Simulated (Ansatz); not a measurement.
A made-up structure of AlBH₅S (charge +1), singlet:

```json
{"atom": "B1", "x (Å)": "-0.9668", "y (Å)": "1.0206", "z (Å)": "-1.2573"}
{"atom": "Al2", "x (Å)": "-0.0310", "y (Å)": "0.7055", "z (Å)": "0.6181"}
{"atom": "S3", "x (Å)": "0.4342", "y (Å)": "-1.6665", "z (Å)": "0.9778"}
{"atom": "H4", "x (Å)": "-0.4945", "y (Å)": "-1.9900", "z (Å)": "1.9172"}
{"atom": "H5", "x (Å)": "-2.1530", "y (Å)": "0.9583", "z (Å)": "-1.3501"}
{"atom": "H6", "x (Å)": "0.4831", "y (Å)": "1.3165", "z (Å)": "1.9667"}
{"atom": "H7", "x (Å)": "0.8762", "y (Å)": "-2.0368", "z (Å)": "-0.2414"}
{"atom": "H8", "x (Å)": "1.6670", "y (Å)": "-1.5440", "z (Å)": "1.5117"}
```

It is relaxed with PBE-D4/def2-SVP and then PBE0-D4/def2-TZVP (Ansatz 0.2.0). Atoms count as bonded within 1.22 times the sum of their covalent radii (H–H: 0.88 Å). The end point is not checked to be a true minimum.

Task: Does its bonding change? (A judgement: the text doesn't fix the answer.)

Result: Computed: Yes. Formed: B1–H7; broken: S3–H7.

Where it ends: The first stage lowers the energy by 6.00 eV in 25 steps. It ends as AlBH₅S ([BH2][AlH][SH2]), total charge +1:
B1  (-0.424, 0.359, -1.159)
Al2  (-0.128, 0.429, 0.938)
S3  (-0.139, -1.820, 1.894)
H4  (0.883, -1.669, 2.761)
H5  (-1.528, 0.366, -1.606)
H6  (0.054, 1.300, 2.228)
H7  (0.511, 0.297, -1.896)
H8  (0.586, -2.498, 0.982)
(Å)

Labels in which every atom is bracketed show which atoms are joined, not bond orders.

For scale, one of the runs: PBE0-D4/def2-TZVP relaxation, 135 basis functions, launched by `ansatz run in.yaml --threads 2 --pin off --events-out ev --progress --plain --max-ram 4352MiB`. Hardware: 2 CPU threads of an Arm Neoverse V2, shared host. Wall time about 17 s.
